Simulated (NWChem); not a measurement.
## Atomisation of methanol (CH₄O)

```xyz
6

C      0.6112    -0.2343     0.0000
O     -0.6665     0.3635     0.0000
H      0.8129    -0.8644     0.9017
H      1.3620     0.5821     0.0000
H      0.8129    -0.8644    -0.9017
H     -1.3230    -0.3553     0.0000
```
Charge 0, spin multiplicity 1.

All runs are NWChem calculations. The geometry was optimised at PBE/def2-SVP, a minimum by its harmonic frequencies.

Basis set: def2-TZVP. The atomisation energy is electronic alone: no zero-point, thermal, spin-orbit or counterpoise terms. No value is extrapolated to the basis-set limit. Free atoms are single determinants with multiplicities C 3, O 3, H 2. Correlated methods freeze the same cores in atoms and molecule, 2 orbitals in all.

Costs are rough ratios of processor time within this set of runs, SCF included, with HF as 1. Costs are the molecule's.

B3LYP has NWChem's definition, with VWN1-RPA local correlation. GW and range-separated runs recompute their integrals, the others keep them in memory, which bears on the times. No SCF solution was tested for a lower state. Open-shell Hartree-Fock references start from PBE0 orbitals; any time given for them includes that run. No row is a measurement; the coupled-cluster row has its own basis-set and correlation limits.

```json
[
 {"method": "HF", "atomisation energy (kcal/mol)": "365.4", "relative cost": "1"},
 {"method": "MP2", "atomisation energy (kcal/mol)": "496.5", "relative cost": "under 3"},
 {"method": "LC-wPBE (omega 0.3 per bohr)", "atomisation energy (kcal/mol)": "(withheld)", "relative cost": "10"},
 {"method": "LDA (SVWN5)", "atomisation energy (kcal/mol)": "(withheld)", "relative cost": "under 3"},
 {"method": "CCSD(T)", "atomisation energy (kcal/mol)": "491.9", "relative cost": "20"},
 {"method": "PBE", "atomisation energy (kcal/mol)": "517.7", "relative cost": "under 3"},
 {"method": "CAM-B3LYP", "atomisation energy (kcal/mol)": "(withheld)", "relative cost": "10"},
 {"method": "BLYP", "atomisation energy (kcal/mol)": "508.1", "relative cost": "under 3"},
 {"method": "PBE0", "atomisation energy (kcal/mol)": "507.1", "relative cost": "under 3"},
 {"method": "B3LYP", "atomisation energy (kcal/mol)": "(withheld)", "relative cost": "under 3"}
]
```

Problem. Complete the blanks.

Solution. 
- LC-wPBE (omega 0.3 per bohr), atomisation energy (kcal/mol): 512.3
- LDA (SVWN5), atomisation energy (kcal/mol): 583.9
- CAM-B3LYP, atomisation energy (kcal/mol): 511.4
- B3LYP, atomisation energy (kcal/mol): 508.4
